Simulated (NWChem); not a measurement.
# methyl formate (C₂H₄O₂); SMILES COC=O

Computed with NWChem. Pople sets run with spherical d functions. Each level has its own optimisation; frequencies are unscaled. Brackets give each atom's bonded neighbours. One conformer.

```json
[
 {"level": "Hartree-Fock/STO-3G", "r C–O [C(HHHO)–O(CC)] (Å)": "1.438", "r C–O [C(HOO)–O(CC)] (Å)": "1.388", "r C–O [C(HOO)–O(C)] (Å)": "1.213", "r C–H [C(HOO)–H(C)] (Å)": "1.104", "highest harmonic frequency (cm⁻¹)": "3732", "lowest (cm⁻¹)": "161", "zero-point energy (kcal/mol)": "45.0", "dipole (D)": "0.82"},
 {"level": "Hartree-Fock/3-21G", "r C–O [C(HHHO)–O(CC)] (Å)": "1.456", "r C–O [C(HOO)–O(CC)] (Å)": "1.344", "r C–O [C(HOO)–O(C)] (Å)": "1.200", "r C–H [C(HOO)–H(C)] (Å)": "1.076", "highest harmonic frequency (cm⁻¹)": "3346", "lowest (cm⁻¹)": "126", "zero-point energy (kcal/mol)": "41.8", "dipole (D)": "1.79"},
 {"level": "Hartree-Fock/6-31G*", "r C–O [C(HHHO)–O(CC)] (Å)": "1.419", "r C–O [C(HOO)–O(CC)] (Å)": "1.316", "r C–O [C(HOO)–O(C)] (Å)": "1.184", "r C–H [C(HOO)–H(C)] (Å)": "1.084", "highest harmonic frequency (cm⁻¹)": "3355", "lowest (cm⁻¹)": "167", "zero-point energy (kcal/mol)": "42.4", "dipole (D)": "1.99"},
 {"level": "B3LYP/6-31G*", "r C–O [C(HHHO)–O(CC)] (Å)": "1.440", "r C–O [C(HOO)–O(CC)] (Å)": "1.342", "r C–O [C(HOO)–O(C)] (Å)": "1.207", "r C–H [C(HOO)–H(C)] (Å)": "1.101", "highest harmonic frequency (cm⁻¹)": "3188", "lowest (cm⁻¹)": "129", "zero-point energy (kcal/mol)": "39.2", "dipole (D)": "1.84"},
 {"level": "LDA (Slater exchange, VWN5)/def2-SVP", "r C–O [C(HHHO)–O(CC)] (Å)": "1.412", "r C–O [C(HOO)–O(CC)] (Å)": "1.330", "r C–O [C(HOO)–O(C)] (Å)": "1.203", "r C–H [C(HOO)–H(C)] (Å)": "1.123", "highest harmonic frequency (cm⁻¹)": "3111", "lowest (cm⁻¹)": "82", "zero-point energy (kcal/mol)": "37.7", "dipole (D)": "1.76"},
 {"level": "PBE/def2-SVP", "r C–O [C(HHHO)–O(CC)] (Å)": "1.437", "r C–O [C(HOO)–O(CC)] (Å)": "1.349", "r C–O [C(HOO)–O(C)] (Å)": "1.210", "r C–H [C(HOO)–H(C)] (Å)": "1.120", "highest harmonic frequency (cm⁻¹)": "3115", "lowest (cm⁻¹)": "95", "zero-point energy (kcal/mol)": "37.7", "dipole (D)": "1.78"},
 {"level": "BLYP/def2-SVP", "r C–O [C(HHHO)–O(CC)] (Å)": "1.449", "r C–O [C(HOO)–O(CC)] (Å)": "1.357", "r C–O [C(HOO)–O(C)] (Å)": "1.212", "r C–H [C(HOO)–H(C)] (Å)": "1.120", "highest harmonic frequency (cm⁻¹)": "3089", "lowest (cm⁻¹)": "104", "zero-point energy (kcal/mol)": "37.4", "dipole (D)": "1.78"},
 {"level": "PBE0/def2-SVP", "r C–O [C(HHHO)–O(CC)] (Å)": "1.420", "r C–O [C(HOO)–O(CC)] (Å)": "1.330", "r C–O [C(HOO)–O(C)] (Å)": "1.197", "r C–H [C(HOO)–H(C)] (Å)": "1.110", "highest harmonic frequency (cm⁻¹)": "3209", "lowest (cm⁻¹)": "115", "zero-point energy (kcal/mol)": "39.2", "dipole (D)": "1.82"}
]
```
